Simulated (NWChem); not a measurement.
Everything below was run with NWChem. System: CHF₃, charge 0, spin multiplicity 1, displaced from the optimised geometry.

The NWChem input:

```
start mol
memory heap 100 mb stack 700 mb global 1900 mb
geometry units angstroms nocenter noautoz noautosym
  F      0.045062    -0.578126     0.992112
  C     -0.331824     0.026153     0.000000
  F      0.077835    -0.630672    -1.078383
  F      0.224611     1.231370     0.000000
  H     -1.431582     0.112843     0.000000
end
basis spherical
  * library cc-pvdz
end
scf
  rhf
  nopen 0
  maxiter 100
  thresh 1e-7
  semidirect memsize 60000000 filesize 0
end
tce
  freeze core 4
  cr-ccsd(t)
  2eorb
  2emet 13
  thresh 1e-6
  maxiter 100
  tilesize 24
end
task tce energy
```

The output up to the point where the run's verdict is printed (cleaned and shortened):

```
             Northwest Computational Chemistry Package (NWChem) 7.3.0
             --------------------------------------------------------

                                NWChem Input Module
                                -------------------

 Scaling coordinates for geometry "geometry" by  1.889725989
 (inverse scale =  0.529177249)

                             Geometry "geometry" -> ""
                             -------------------------

 Output coordinates in angstroms (scale by  1.889725989 to convert to a.u.)

  No.       Tag          Charge          X              Y              Z
 ---- ---------------- ---------- -------------- -------------- --------------
    1 F                    9.0000     0.04506200    -0.57812600     0.99211200
    2 C                    6.0000    -0.33182400     0.02615300     0.00000000
    3 F                    9.0000     0.07783500    -0.63067200    -1.07838300
    4 F                    9.0000     0.22461100     1.23137000     0.00000000
    5 H                    1.0000    -1.43158200     0.11284300     0.00000000

 Effective nuclear repulsion energy (a.u.)     137.8503638520

            Nuclear Dipole moment (a.u.)
            ----------------------------
        X                 Y               Z
 ---------------- ---------------- ----------------
    -0.5573822392     0.8936684275    -1.4672569568


 Summary of "ao basis" -> "" (spherical)
 ------------------------------------------------------------------------------
       Tag                 Description            Shells   Functions and Types
 ---------------- ------------------------------  ------  ---------------------
 *                          cc-pvdz                   on all atoms

 Summary of "ao basis" -> "ao basis" (spherical)
 ------------------------------------------------------------------------------
       Tag                 Description            Shells   Functions and Types
 ---------------- ------------------------------  ------  ---------------------
 F                          cc-pvdz                  6       14   3s2p1d
 C                          cc-pvdz                  6       14   3s2p1d
[...]
     2   2 0 0    -13.515462      0.000000     11.559252
     2   1 1 0     -0.254737      0.000000      5.711350
     2   1 0 1      0.023875      0.000000     -1.260816
     2   0 2 0    -16.415065      0.000000     72.317901
     2   0 1 1     -0.235814      0.000000      3.424158
     2   0 0 2    -16.167750      0.000000     69.009979

                   NWChem Extensible Many-Electron Theory Module
                   ---------------------------------------------


            General Information
            -------------------
      Number of processors :     1
         Wavefunction type : Restricted Hartree-Fock
          No. of electrons :    34
           Alpha electrons :    17
            Beta electrons :    17
           No. of orbitals :   122
            Alpha orbitals :    61
             Beta orbitals :    61
        Alpha frozen cores :     4
         Beta frozen cores :     4
     Alpha frozen virtuals :     0
      Beta frozen virtuals :     0
         Spin multiplicity : singlet
    Number of AO functions :    61
       Number of AO shells :    27
        Use of symmetry is : off
      Symmetry adaption is : off
         Schwarz screening : 0.10D-09

          Correlation Information
          -----------------------
          Calculation type : Coupled-cluster singles & doubles w/ perturbation
   Perturbative correction : Completely renormalized (T)
            Max iterations :      100
        Residual threshold : 0.10D-05
     T(0) DIIS level shift : 0.00D+00
     L(0) DIIS level shift : 0.00D+00
     T(1) DIIS level shift : 0.00D+00
     L(1) DIIS level shift : 0.00D+00
     T(R) DIIS level shift : 0.00D+00
     T(I) DIIS level shift : 0.00D+00
   CC-T/L Amplitude update :  5-th order DIIS
                I/O scheme : Global Array Library
        L-threshold :  0.10D-05
        EOM-threshold :  0.10D-05
 no EOMCCSD initial starts read in
 TCE RESTART OPTIONS
 SLICE:      F
 D4D5:       F
 quantumc:   F
 qrotation:  F
 pwtce:      F
 qducc:      F
 nacto:                         0
 nrotv:                         0
 nrot:                          0

            Memory Information
            ------------------
          Available GA space size is     249033079 doubles
          Available MA space size is     104854540 doubles

 Maximum block size supplied by input
 Maximum block size        24 doubles

 tile_dim =     22

 -------------------------------------------------

 Global array virtual files algorithm will be used

 Parallel file system coherency ......... OK

 4-electron integrals stored in orbital form

 v2    file size   =          2852085
 4-index algorithm nr.  13 is used
 imaxsize =       30
 imaxsize ichop =        0


CCSD iterations
 ---------------------------------------------------------
 Iter          Residuum       Correlation     Cpu    Wall
 ---------------------------------------------------------
    1   0.1882522382481  -0.6837782157511     0.8     0.8
    2   0.0466583438443  -0.6877034985455     1.0     1.0
    3   0.0146455294907  -0.6961739847722     0.8     0.8
    4   0.0056268063978  -0.6973035659329     0.7     0.7
    5   0.0020309250299  -0.6979851704282     0.7     0.7
    6   0.0004096877660  -0.6982078215867     0.8     0.8
    7   0.0001855980586  -0.6982428300682     0.8     0.8
    8   0.0000650526634  -0.6982468915165     0.7     0.7
    9   0.0000396239406  -0.6982473914407     0.7     0.7
   10   0.0000168849489  -0.6982489149437     0.6     0.6
   11   0.0000040667642  -0.6982497889064     0.6     0.6
   12   0.0000016298092  -0.6982497886173     0.6     0.6
   13   0.0000007665858  -0.6982498569730     0.6     0.6
 -----------------------------------------------------------------
 Iterations converged
 CCSD correlation energy / hartree =        -0.698249856973030
 CCSD total energy / hartree       =      -337.478887371826431

 Singles contributions

 Doubles contributions
 CR-CCSD(T)
```

The program stopped with an error. NWChem stopped with the message: ccsd_t 2.
